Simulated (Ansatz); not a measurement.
## Ansatz (development build ahead of 0.2.0) run

```yaml
crystal:
  periodic: [false, false, false]
  atoms:
    - { symbol: C, position_ang: [0.0, -0.43879, -0.10206] }
    - { symbol: O, position_ang: [0.0, -0.39143, 1.1886] }
    - { symbol: O, position_ang: [0.0, 0.70628, -0.97258] }
    - { symbol: H, position_ang: [0.0, -1.44406, -0.75599] }
    - { symbol: H, position_ang: [0.0, 1.558, -0.35982] }
basis:
  gaussian: { orbitals: cc-pVDZ }
hamiltonian:
  xc: hf
correlation:
  method: mp2
  frozen_orbitals: { C: 1, H: 0, O: 1 }
```

The input is written out in the form of the current development build from the run's settings.

Results

* Converged: yes
* Reference energy: -188.73527 hartree
* Correlation energy: -0.52081 hartree
* Total energy: -189.25608 hartree
* Spin squared of the determinant: 0.000
